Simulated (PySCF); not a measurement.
**[NH4]+ (ammonium): levels of theory compared**

We compute a comparison of 6 runs (r2SCAN/STO-3G, CCSDT(Q)/STO-3G, CCSDT/STO-3G, CCSDTQ/STO-3G, CCSD(T)/STO-3G, FCI/STO-3G) of [NH4]+ (ammonium). Input form: a Python script.

The calculation is run with PySCF 2.14.0.

15 further runs of the same task are left out: 2 that didn't finish, 13 set aside as unsound or not needed.

### 1 Starting point

The species is [NH4]+ (5 atoms), meant as a singlet with charge +1. SMILES: `[NH4+]`. The N1–H5 distance was set to 2.252 Å, away from the relaxed value. At this shape a bond of the SMILES string is far longer than usual.

Bond lengths: N1–H2 1.024 Å, N1–H3 1.024 Å, N1–H4 1.024 Å. Angles: H2–N1–H3 109.5°, H2–N1–H4 109.5°, H3–N1–H4 109.5°.

### 2 The energy at r2SCAN/STO-3G (run 1)

Input file run.py:

```python
from pyscf import gto, dft

mol = gto.M(
    atom=[
    ('N', (-0.594190, -1.038169, 0.279105)),
    ('H', (-0.140870, -1.486039, 1.080115)),
    ('H', (-1.566630, -0.821999, 0.514315)),
    ('H', (-0.570260, -1.671639, -0.524545)),
    ('H', (0.495160, 0.865130, -0.232580)),
],
    verbose=3,
    max_memory=1860,
    charge=1,
    basis='sto-3g',
)

mf = dft.RKS(mol)
mf.xc = 'r2scan'
mf.conv_tol = 1e-10
mf.grids.level = 5
mf.kernel()
if not mf.converged:
    mf = mf.newton().run(mf.mo_coeff, mf.mo_occ)

etot = mf.e_tot
print('E(%s) = %.9f' % ('R2SCAN', etot))
```

The run is started by

```bash
OMP_NUM_THREADS=1 python run.py
```

What it wrote:

```text
converged SCF energy = -55.9491547405516
E(R2SCAN) = -55.949154741
```

Run time: 2.6 s. Hardware: 1 thread of Arm Neoverse V2, shared host; peak memory 0.16 GiB.

### 3 The energy at CCSDT(Q)/STO-3G (run 2)

Input file run.py:

```python
from pyscf import gto, cc

mol = gto.Mole()
mol.atom = '''
N     -0.594190    -1.038169     0.279105
H     -0.140870    -1.486039     1.080115
H     -1.566630    -0.821999     0.514315
H     -0.570260    -1.671639    -0.524545
H      0.495160     0.865130    -0.232580
'''
mol.max_memory = 1860
mol.verbose = 4
mol.spin = 0
mol.basis = 'sto-3g'
mol.charge = 1
mol.build()

mf = mol.RHF()
mf.conv_tol = 1e-10
mf.kernel()
if not mf.converged:
    mf = mf.newton().run(mf.mo_coeff, mf.mo_occ)

mycc = cc.CCSDT(mf, frozen=1)
mycc.kernel()
e_bracket, e_q = mycc.ccsdt_q()
etot = mycc.e_tot + e_q
print('E = %.10f Eh' % etot)
```

The run is started by

```bash
OMP_NUM_THREADS=1 python run.py
```

What it wrote:

```text
PySCF version 2.14.0

[INPUT] num. atoms = 5
[INPUT] num. electrons = 10
[INPUT] charge = 1
[INPUT] spin (= nelec alpha-beta = 2S) = 0
[INPUT] symmetry False subgroup None
[INPUT] Mole.unit = angstrom
[INPUT] Symbol           X                Y                Z      unit          X                Y                Z       unit  Magmom
[INPUT]  1 N     -0.594190000000  -1.038169000000   0.279105000000 AA   -1.122856365955  -1.961855081014   0.527432009997 Bohr   0.0
[INPUT]  2 H     -0.140870000000  -1.486039000000   1.080115000000 AA   -0.266205719167  -2.808206720423   2.041121533035 Bohr   0.0
[INPUT]  3 H     -1.566630000000  -0.821999000000   0.514315000000 AA   -2.960501638527  -1.553352984666   0.971914491756 Bohr   0.0
[INPUT]  4 H     -0.570260000000  -1.671639000000  -0.524545000000 AA   -1.077635219794  -3.158939889142  -0.991246390010 Bohr   0.0
[INPUT]  5 H      0.495160000000   0.865130000000  -0.232580000000 AA    0.935716787840   1.634858762145  -0.439512502051 Bohr   0.0

[... 40 lines left out ...]
converged SCF energy = -55.5833651513235
[... 16 lines left out ...]
WARN: A large `blksize` is being used, which may cause large memory consumption
[... 3 lines left out ...]
WARN: A large `blksize_oovv` is being used, which may cause large memory consumption
[... 3 lines left out ...]
WARN: A large `blksize_oooo` is being used, which may cause large memory consumption
[... 13 lines left out ...]
Init t2, MP2 energy = -55.682249288542  E_corr(MP2) -0.098884137219
[... 13 lines left out ...]
RCCSDT converged
[... 5 lines left out ...]
E = -55.7366944446 Eh
```

It took 0.68 s on 1 thread of Arm Neoverse V2, shared host; peak memory 0.12 GiB.

Runs 3 to 5 aren't shown in full; the table further down has their settings and results.

### 4 A single-point energy at FCI/STO-3G (run 6)

Input file input.py:

```python
from pyscf import gto, mcscf
from pyscf import fci

mol = gto.M(
    atom='''
N     -0.594190    -1.038169     0.279105
H     -0.140870    -1.486039     1.080115
H     -1.566630    -0.821999     0.514315
H     -0.570260    -1.671639    -0.524545
H      0.495160     0.865130    -0.232580
''',
    max_memory=1860,
    basis='sto-3g',
    verbose=4,
    charge=1,
    spin=0,
)

mf = mol.RHF()
mf.conv_tol = 1e-10
mf.kernel()
if not mf.converged:
    mf = mf.newton().run(mf.mo_coeff, mf.mo_occ)

cas = mcscf.CASCI(mf, mf.mo_coeff.shape[-1] - 1, (mol.nelec[0] - 1, mol.nelec[1] - 1))  # full CI above the frozen core
cas.fcisolver = fci.direct_spin0.FCI(mol)  # even spin states alone
cas.kernel()
print('<S^2> = %.4f' % cas.fcisolver.spin_square(cas.ci, cas.ncas, cas.nelecas)[0])
energy = cas.e_tot
print('E(%s) = %.9f' % ('FCI', energy))
```

The run is started by

```bash
OMP_NUM_THREADS=1 python input.py
```

What it wrote:

```text
PySCF version 2.14.0

[INPUT] num. atoms = 5
[INPUT] num. electrons = 10
[INPUT] charge = 1
[INPUT] spin (= nelec alpha-beta = 2S) = 0
[INPUT] symmetry False subgroup None
[INPUT] Mole.unit = angstrom
[INPUT] Symbol           X                Y                Z      unit          X                Y                Z       unit  Magmom
[INPUT]  1 N     -0.594190000000  -1.038169000000   0.279105000000 AA   -1.122856365955  -1.961855081014   0.527432009997 Bohr   0.0
[INPUT]  2 H     -0.140870000000  -1.486039000000   1.080115000000 AA   -0.266205719167  -2.808206720423   2.041121533035 Bohr   0.0
[INPUT]  3 H     -1.566630000000  -0.821999000000   0.514315000000 AA   -2.960501638527  -1.553352984666   0.971914491756 Bohr   0.0
[INPUT]  4 H     -0.570260000000  -1.671639000000  -0.524545000000 AA   -1.077635219794  -3.158939889142  -0.991246390010 Bohr   0.0
[INPUT]  5 H      0.495160000000   0.865130000000  -0.232580000000 AA    0.935716787840   1.634858762145  -0.439512502051 Bohr   0.0

nuclear repulsion = 14.0252772320655
number of shells = 7
number of NR pGTOs = 27
number of NR cGTOs = 9
basis = sto-3g
ecp = {}

******** <class 'pyscf.scf.hf.RHF'> ********
method = RHF
initial guess = minao
damping factor = 0
level_shift factor = 0
DIIS = <class 'pyscf.scf.diis.CDIIS'>
diis_start_cycle = 1
diis_space = 8
diis_damp = 0
SCF conv_tol = 1e-10
SCF conv_tol_grad = None
SCF max_cycles = 50
direct_scf = True
direct_scf_tol = 1e-13
Set gradient conv threshold to 1e-05
Initial guess from minao.
init E= -55.5944808362423
  HOMO = -0.279679352676389  LUMO = -0.0661302224936596  gap/eV = 5.81097
cycle= 1 E= -55.5751977200032  delta_E= 0.0193  |g|= 0.104  |ddm|= 2.24
  HOMO = -0.637421209063452  LUMO = -0.297059742160446  gap/eV = 9.26171
cycle= 2 E= -55.5813294121743  delta_E= -0.00613  |g|= 0.0809  |ddm|= 0.342
  HOMO = -0.661796902359635  LUMO = -0.285766396388909  gap/eV = 10.23231
cycle= 3 E= -55.5832617758549  delta_E= -0.00193  |g|= 0.0135  |ddm|= 0.0884
  HOMO = -0.662310992882128  LUMO = -0.274937508927345  gap/eV = 10.54097
cycle= 4 E= -55.5833645393273  delta_E= -0.000103  |g|= 0.00123  |ddm|= 0.0357
  HOMO = -0.661851211831443  LUMO = -0.274795690737128  gap/eV = 10.53232
cycle= 5 E= -55.5833651364842  delta_E= -5.97e-07  |g|= 0.000172  |ddm|= 0.00192
  HOMO = -0.661873931548382  LUMO = -0.274766802650497  gap/eV = 10.53372
cycle= 6 E= -55.5833651512241  delta_E= -1.47e-08  |g|= 1.19e-05  |ddm|= 0.000487
  HOMO = -0.66186942073169  LUMO = -0.274777307668741  gap/eV = 10.53331
cycle= 7 E= -55.5833651513198  delta_E= -9.58e-11  |g|= 3e-06  |ddm|= 2.95e-05
  HOMO = -0.661869452836491  LUMO = -0.274778193859025  gap/eV = 10.53329
Extra cycle  E= -55.5833651513235  delta_E= -3.67e-12  |g|= 1.11e-06  |ddm|= 5.67e-06
converged SCF energy = -55.5833651513235

******** <class 'pyscf.mcscf.casci.CASCI'> ********
CAS (4e+4e, 8o), ncore = 1, nvir = 0
natorb = False
canonicalization = True
sorting_mo_energy = False
******** <class 'pyscf.fci.direct_spin0.FCISolver'> ********
max. cycles = 100
conv_tol = 1e-10
davidson only = False
linear dependence = 1e-14
level shift = 0.001
max iter space = 12
nroots = 1
pspace_size = 400
spin = None
Density matrix diagonal elements [1.98308018 1.97336952 1.97336875 1.56673031 0.43404976 0.01979235
 0.02480508 0.02480404]
CASCI converged
CASCI E = -55.7371748306178  E(CI) = -21.9609815064141  S^2 = 0.0000000
<S^2> = 0.0000
E(FCI) = -55.737174831
```

Wall time 0.64 s (1 thread of Arm Neoverse V2, shared host); peak memory 0.12 GiB.

### 5 The series

```
run            level  integration grid  frozen core orbitals  energy (Eh)  HOMO energy (eV)  LUMO energy (eV)  HOMO–LUMO gap (eV)  wall time
  1    r2SCAN/STO-3G                 5                     –   -55.949155            -14.72            -11.82                2.90      2.6 s
  2  CCSDT(Q)/STO-3G                 –                     1   -55.736694            -18.01             -7.48               10.53     0.68 s
  3     CCSDT/STO-3G                 –                     1   -55.737545            -18.01             -7.48               10.53     0.64 s
  4    CCSDTQ/STO-3G                 –                     1   -55.737142            -18.01             -7.48               10.53      1.4 s
  5   CCSD(T)/STO-3G                 –                     1   -55.743305            -18.01             -7.48               10.53     0.54 s
  6       FCI/STO-3G                 –                     1   -55.737175            -18.01             -7.48               10.53     0.64 s
```

### 6 Summary of results

```
                                         quantity         value
                              run 6: total energy  -55.73717 Eh
       run 6: HOMO energy (Hartree–Fock orbitals)     -18.01 eV
       run 6: LUMO energy (Hartree–Fock orbitals)      -7.48 eV
     run 6: HOMO–LUMO gap (Hartree–Fock orbitals)      10.53 eV
run 6: correlation energy (1 core orbital frozen)    -153.8 mEh
```

Against full CI in this basis: CCSDT(Q) +0.5 mEh; CCSDT -0.4 mEh; CCSDTQ +0.0 mEh; CCSD(T) -6.1 mEh. In run 5 the T1 diagnostic is large, so a single reference may not serve. In runs 1, 2, 3, 4, 5, 6 the basis is minimal, so the values are rough. All runs together took 6.5 s, the longest 2.6 s.
